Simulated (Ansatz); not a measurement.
in.yaml

```yaml
crystal:
  periodic: [false, false, false]
  atoms:
    - {symbol: Ge, position_ang: [0.051369, -0.039079, 0.848192]}
    - {symbol: Si, position_ang: [-0.113506, 0.629101, -1.413726]}
    - {symbol: O, position_ang: [-0.036885, -0.978901, -1.503153]}
    - {symbol: H, position_ang: [0.046223, 0.825394, 2.125220]}
basis:
  gaussian: {orbitals: cc-pVDZ}
magnetization: {spin_polarized: true, initial_magnetization: 3}
correlation: {method: mp2, electrons: outside_noble_gas}
```

```sh
$ ansatz run in.yaml --threads 1 --pin off --events-out ev --progress --plain --max-ram 2393MiB
```

(1) Roughly how long does this take on 1 thread of Arm Neoverse V1, shared host, and how much host memory?

```
683 factors; integrals over basis functions are off by at most 1.1e-3 eV
mean field evaluation 1: about -66380.4945 eV, gradient 2.9e1 eV
mean field evaluation 2: about -66380.5016 eV, gradient 2.9e1 eV
mean field evaluation 4: about -66385.1951 eV, gradient 3.5e0 eV
mean field evaluation 8: about -66385.7095 eV, gradient 6.0e-1 eV
mean field evaluation 16: about -66385.7446 eV, gradient 2.8e-6 eV
mean field evaluation 32: about -66385.7397 eV, gradient 2.6e-1 eV
mean field -66385.74462469 eV, -2439.6311170835 hartree, gradient 2.8e-6 eV, S^2 3.803644; 4 other end points of the search recorded, 0 dependent functions left out
20 core orbitals not correlated: weight in the atoms' cores, before any rotation towards them, 0.999 or more for the frozen orbitals, at most 0.000 for the correlated occupied ones
reference -66385.74462469 eV, -2439.6311170835 hartree; 9, 6 occupied and 35, 38 virtual orbitals, 683 factors
second order -8.11695866 eV of doubles, -0.00000000 eV of singles
Total energy: -66393.86158335 eV, -2439.9294098125 hartree
```

Results:

(1) 3.5 s wall and 0.15 GiB.
